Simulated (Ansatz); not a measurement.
# C2H5N: ionisation energy by level of theory

How much energy removes an electron from C2H5N at fixed geometry? The cation is run at each level and the neutral's energy taken from earlier runs.

Computed with Ansatz 0.2.0, Gaussian basis. Level: unrestricted cation, the program's frozen cores in correlated methods.

Plan: UKS PBE-D4/def2-TZVPP; UKS r2SCAN-D4/def2-TZVPP; UKS PBE0-D4/def2-TZVPP; UKS B3LYP-D4/def2-TZVPP; UKS wB97X-V/def2-TZVPP; UKS wB97M-V/def2-TZVPP; UKS B2PLYP/def2-TZVPP; UHF-CCSD(T)/def2-TZVPP; UHF-CCSD(T)/def2-QZVPP; extrapolation to the limit; then −ε(HOMO) from the neutral's earlier runs with LDA (SPW92), PBE-D4, revPBE-D4, BLYP-D4, r2SCAN-D4, B97M-V, PBE0-D4, B3LYP-D4, r2SCANh-D4, r2SCAN0-D4, HSE06-D4, BHLYP-D4, CAM-B3LYP-D4, LC-ωPBE, ωB97X-V, ωB97M-V.

## Step 1: The relaxed structure

All runs share one geometry, relaxed beforehand with PBE0-D4 in a triple-zeta def2 set.

SMILES `C=NC`, 8 atoms, charge 0, spin multiplicity 1.

Atoms are counted from 1 here; the program's logs count them from 0.

Bond lengths: C1–N2 1.257 Å, C1–H4 1.100 Å, C1–H5 1.090 Å, N2–C3 1.439 Å, C3–H6 1.100 Å, C3–H7 1.093 Å, C3–H8 1.093 Å. Angles: N2–C1–H4 123.2°, N2–C1–H5 119.4°, H4–C1–H5 117.3°, C1–N2–C3 117.9°, N2–C3–H6 113.7°, N2–C3–H7 109.0°, N2–C3–H8 109.1°, H6–C3–H7 109.1°, H6–C3–H8 109.1°, H7–C3–H8 106.7°.

## Step 2: Cation, UKS PBE-D4/def2-TZVPP

Input file in.yaml:

```yaml
crystal:
  periodic: [false, false, false]
  atoms:
    - {symbol: C, position_ang: [-0.710317, 0.748610, -0.789330]}
    - {symbol: N, position_ang: [0.446016, 0.313396, -0.558392]}
    - {symbol: C, position_ang: [0.623745, -0.564042, 0.568128]}
    - {symbol: H, position_ang: [-1.585238, 0.492246, -0.173893]}
    - {symbol: H, position_ang: [-0.872636, 1.413764, -1.636931]}
    - {symbol: H, position_ang: [-0.302901, -0.759241, 1.127713]}
    - {symbol: H, position_ang: [1.036219, -1.514106, 0.217977]}
    - {symbol: H, position_ang: [1.365122, -0.130637, 1.244728]}
basis:
  gaussian: {orbitals: def2-TZVPP}
total_charge: 1
magnetization: {spin_polarized: true, initial_magnetization: 1}
hamiltonian: {xc: pbe, dispersion: d4}
```

Launch:

```sh
$ ansatz run in.yaml --threads 2 --pin off --events-out ev --progress --plain --max-ram 32768MiB --backend cpu
```

Further steps of the session: Cation, UKS r2SCAN-D4/def2-TZVPP; Cation, UKS PBE0-D4/def2-TZVPP; Cation, UKS B3LYP-D4/def2-TZVPP; Cation, UKS wB97X-V/def2-TZVPP; Cation, UKS wB97M-V/def2-TZVPP; Cation, UKS B2PLYP (frozen core)/def2-TZVPP; Cation, UHF-CCSD(T)/def2-TZVPP; Cation, UHF-CCSD(T)/def2-QZVPP.

Q: Predict the results of all the runs planned. Wanted: ionisation energy, CCSD(T)/CBS; nearest functional by difference; nearest −ε(HOMO); −ε(HOMO) of PBE; T1 of the cation.

The runs gave:

| quantity | value |
| --- | --- |
| ionisation energy, CCSD(T)/CBS | 9.99 eV |
| nearest functional by difference | ωB97M-V (-0.13 eV) |
| nearest −ε(HOMO) | LC-ωPBE (+0.13 eV) |
| −ε(HOMO) of PBE | 5.86 eV |
| T1 of the cation | 0.036 |

In words: Energy differences with functionals land within 0.36 eV of the reference. The PBE orbital energy is 4.1 eV too small: a semilocal HOMO is no ionisation energy. Among orbital estimates LC-ωPBE comes nearest. Hartree-Fock falls 1.47 eV short, as the neutral has more correlation energy than the cation. The cation's T1 (from the report) is 0.036, near the customary mark of 0.045 for open shells, so the coupled-cluster value is less safe.
